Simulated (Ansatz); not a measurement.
Two shapes of singlet SiH4.

Shape 1:

```xyz
5

Si    0.0000    0.0000    0.0000
H     0.8619    0.8619    0.8619
H     0.8619   -0.8619   -0.8619
H    -0.8619    0.8619   -0.8619
H    -0.8619   -0.8619    0.8619
```

Shape 2:

```xyz
5

Si    0.0006   -0.0015    0.0500
H     0.8608    0.8541    0.9113
H     0.8741   -0.8772   -0.9079
H    -0.8923    0.8317   -0.8877
H    -0.8579   -0.8946    0.8995
```

Basis set: 6-31G* (spherical functions). Frozen core: 5 orbitals. Charge 0, multiplicity 1.

Computed with Ansatz (development build ahead of 0.2.0); each method stands on the lowest determinant of its kind that the runs found.

Which shape is lower in energy, and by how much in each method?

```tsv
method	E(2) − E(1) (eV)
RHF	0.123
RHF-MP2	0.100
```

Shape 1 is lower.
